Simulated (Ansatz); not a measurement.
```yaml
crystal:
  periodic: [false, false, false]
  atoms:
    - {symbol: Cl, position_ang: [-2.185669, 0.290444, -0.005704]}
    - {symbol: O, position_ang: [-0.510730, 0.152563, -0.001305]}
    - {symbol: Ga, position_ang: [1.200745, -0.204335, 0.003119]}
    - {symbol: H, position_ang: [1.925073, 1.496954, 0.005604]}
basis:
  gaussian: {orbitals: def2-TZVP}
magnetization: {spin_polarized: true, initial_magnetization: 1}
hamiltonian: {xc: pbe0}
relax: {f_tol: 0.004, max_steps: 80}
```

```sh
$ ansatz run in.yaml --threads 1 --pin off --events-out ev --progress --plain --max-ram 2176MiB
```

Steps of the relaxation (energy above the last step; positions in Å, forces in eV/Å):

```
4
step 1, 627.9 meV
Cl   -2.186    0.290   -0.006    1.141   -0.241    0.003
O    -0.511    0.153   -0.001   -2.195    0.422   -0.006
Ga    1.201   -0.204    0.003    1.370    0.991    0.004
H     1.925    1.497    0.006   -0.317   -1.173   -0.001
```

```
4
step 2, 394.1 meV
Cl   -2.234    0.186   -0.006    1.007   -0.103    0.003
O    -0.564    0.214   -0.001   -1.262    0.303   -0.003
Ga    1.196   -0.012    0.003    0.176   -0.441    0.000
H     2.031    1.347    0.006    0.079    0.241    0.000
```

```
4
step 3, 368.5 meV
Cl   -2.223    0.185   -0.006    0.708   -0.139    0.002
O    -0.567    0.227   -0.001   -0.870    0.346   -0.002
Ga    1.195   -0.033    0.003    0.201   -0.221    0.000
H     2.024    1.357    0.006   -0.038    0.014    0.000
```

```
4
step 6, 64.9 meV
Cl   -2.067   -0.127   -0.006    0.707    0.307    0.002
O    -0.614    0.745   -0.001    0.059   -0.751    0.000
Ga    1.082   -0.086    0.003   -0.950    0.496   -0.002
H     2.029    1.204    0.006    0.183   -0.052    0.000
```

```
4
step 8, 10.2 meV
Cl   -1.993   -0.178   -0.005   -0.409   -0.213   -0.001
O    -0.653    0.791   -0.001    0.340    0.096    0.001
Ga    0.987   -0.035    0.003    0.141    0.322    0.000
H     2.088    1.157    0.006   -0.072   -0.204    0.000
```

```
4
step 11, 0.0 meV
Cl   -2.017   -0.189   -0.005    0.000    0.000    0.000
O    -0.663    0.785   -0.001    0.000    0.000    0.000
Ga    0.993   -0.002    0.003    0.000    0.000    0.000
H     2.116    1.141    0.006    0.000    0.000    0.000
```

Close pairs at the end: Ga3–H4 1.602 Å, Cl1–O2 1.667 Å, O2–Ga3 1.834 Å, Cl1–Ga3 3.016 Å.

A stationary point of unrestricted PBE0 after 11 steps, with ⟨S²⟩ = 0.755 against 0.75 for a pure state; no frequencies were run, so it isn't proven a minimum. 94 s on 1 thread of Arm Neoverse V1, shared host.
